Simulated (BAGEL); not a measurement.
# AlCl (aluminium monochloride): a first try and a second

Wanted: a single-point energy of AlCl (aluminium monochloride), CASCI(10,8)/aug-cc-pVDZ (DCG, density fitting with qzvpp-jkfit, Cartesian functions, frozen positrons yes).

Program for the calculation: BAGEL 1.2.2.

7 further runs of the same task are left out: 2 that didn't finish, 5 set aside as unsound or not needed.

## Step 1: The system as given

AlCl: 2 atoms, total charge 0, spin state singlet. As SMILES, `[Al][Cl]`. Geometry: the measured bond length.

Bond lengths: Al1–Cl2 2.130 Å.

## Step 2: Try one

calc.json reads:

```json
{ "bagel" : [

{
  "title" : "molecule",
  "basis" : "aug-cc-pvdz.json",
  "df_basis" : "qzvpp-jkfit",
  "cartesian" : true,
  "finite_nucleus" : true,
  "geometry" : [
    { "atom" : "Al", "xyz" : [  0.00000000,  0.00000000,  0.00000000 ] },
    { "atom" : "Cl", "xyz" : [  0.00000000,  0.00000000,  4.02533018 ] }
  ]
},
{ "title" : "hf" },
{ "title" : "dhf", "gaunt" : true, "breit" : false },
{ "title" : "ccsd", "state" : [1], "ncore" : 10, "norb" : 8, "gaunt" : true, "breit" : false }

]}
```

Launch:

```sh
$ BAGEL_NUM_THREADS=1 BAGEL calc.json > calc.out
```

What it wrote:

```text
* using 1 threads per process

  ===============================================================
  ===============================================================

  Cartesian basis functions are used
  *** Geometry ***

  { "atom" : "Al", "xyz" : [      0.000000,      0.000000,      0.000000 ] },
  { "atom" : "Cl", "xyz" : [      0.000000,      0.000000,      4.025330 ] },

  Number of auxiliary basis functions:      310

  Since a DF basis is specified, we compute 2- and 3-index integrals:
    o Being stored without compression. Storage requirement is 0.008 GB

  Number of basis functions:       58
  Number of electrons      :       30

    * METHOD: MOLECULE                             0.08

  *** RHF ***

  === Nuclear Repulsion ===
    54.9023285340

      * DIIS with orbital gradients will be used.

[... 8 lines left out ...]
    * Permanent dipole moment:
[... 16 lines left out ...]
imaginary part of energy is nonzero!! Perhaps Fock is not Hermite for some reasons 8.711322049e-11
[... 3 lines left out ...]
imaginary part of energy is nonzero!! Perhaps Fock is not Hermite for some reasons -1.13975907e-11
[... 3 lines left out ...]
imaginary part of energy is nonzero!! Perhaps Fock is not Hermite for some reasons -1.526914677e-11
[... 3 lines left out ...]
imaginary part of energy is nonzero!! Perhaps Fock is not Hermite for some reasons 5.511763305e-11
[... 3 lines left out ...]
    * SCF iteration converged.
[... 1 line left out ...]
    * Permanent dipole moment: Dirac Hartree-Fock
           (    0.000000,    -0.000000,     0.601673) a.u.

    * METHOD: DHF                                 33.17

  ERROR: EXCEPTION RAISED:  CCSD : unknown method
```

It took 34 s on 1 thread of Intel Xeon Platinum 8559C (Emerald Rapids), shared host; peak memory 0.52 GiB.

## Step 3: What went wrong

The job stopped with an error part of the way.

The log says `ERROR: EXCEPTION RAISED:  CCSD : unknown method`. The cause is that the input text is malformed or holds a word that the program doesn't know.

## Step 4: Try two

calc.json reads:

```json
{ "bagel": [

{
  "title": "molecule",
  "basis": "aug-cc-pvdz.json",
  "df_basis": "qzvpp-jkfit",
  "cartesian": true,
  "finite_nucleus": true,
  "geometry": [
    { "atom": "Al", "xyz": [     0.00000000,     0.00000000,     0.00000000 ] },
    { "atom": "Cl", "xyz": [     0.00000000,     0.00000000,     4.02533018 ] }
  ]
},

{
  "title": "hf"
},

{
  "title": "dhf",
  "gaunt": true,
  "breit": false
},

{
  "title": "zfci",
  "state": [1],
  "ncore": 10,
  "norb": 8,
  "gaunt": true,
  "breit": false
}

]}
```

The basis set aug-cc-pVDZ is read from a file made from the Basis Set Exchange's data (not shown).

Launch:

```sh
$ BAGEL_NUM_THREADS=1 BAGEL calc.json > calc.out
```

What it wrote:

```text
* using 1 threads per process

  ===============================================================
  ===============================================================

  Cartesian basis functions are used
  *** Geometry ***

  { "atom" : "Al", "xyz" : [      0.000000,      0.000000,      0.000000 ] },
  { "atom" : "Cl", "xyz" : [      0.000000,      0.000000,      4.025330 ] },

  Number of auxiliary basis functions:      310

  Since a DF basis is specified, we compute 2- and 3-index integrals:
    o Being stored without compression. Storage requirement is 0.008 GB

  Number of basis functions:       58
  Number of electrons      :       30

    * METHOD: MOLECULE                             0.06

  *** RHF ***

  === Nuclear Repulsion ===
    54.9023285340

      * DIIS with orbital gradients will be used.

[... 25 lines left out ...]
imaginary part of energy is nonzero!! Perhaps Fock is not Hermite for some reasons 8.711322049e-11
[... 7 lines left out ...]
imaginary part of energy is nonzero!! Perhaps Fock is not Hermite for some reasons -1.526914677e-11
[... 7 lines left out ...]
    * SCF iteration converged.
[... 35 lines left out ...]
                 * error                                       0.00
[... 19 lines left out ...]
                 * error                                       0.00
[... 14 lines left out ...]
                 * error                                       0.00
[... 4 lines left out ...]
                 * error                                       0.00
[... 4 lines left out ...]
                 * error                                       0.00
[... 4 lines left out ...]
                 * error                                       0.00
[... 4 lines left out ...]
                 * error                                       0.00
[... 4 lines left out ...]
                 * error                                       0.00
[... 3 lines left out ...]
     * ci vector, state   0

     * ci vector, state   0

     * ci vector, state   0

     * ci vector, state   0
       22222...  (0.9980094341,-0.0000000000)

     * ci vector, state   0

     * ci vector, state   0

     * ci vector, state   0

    * METHOD: ZFCI                                 4.98

  ===============================================================
```

It took 38 s on 1 thread of Intel Xeon Platinum 8559C (Emerald Rapids), shared host; peak memory 0.52 GiB.

## Step 5: What came out

Level: CASCI(10,8)/aug-cc-pVDZ (DCG, density fitting with qzvpp-jkfit, Cartesian functions, frozen positrons yes).

| quantity | value |
| --- | --- |
| total energy | -703.21450 Eh |
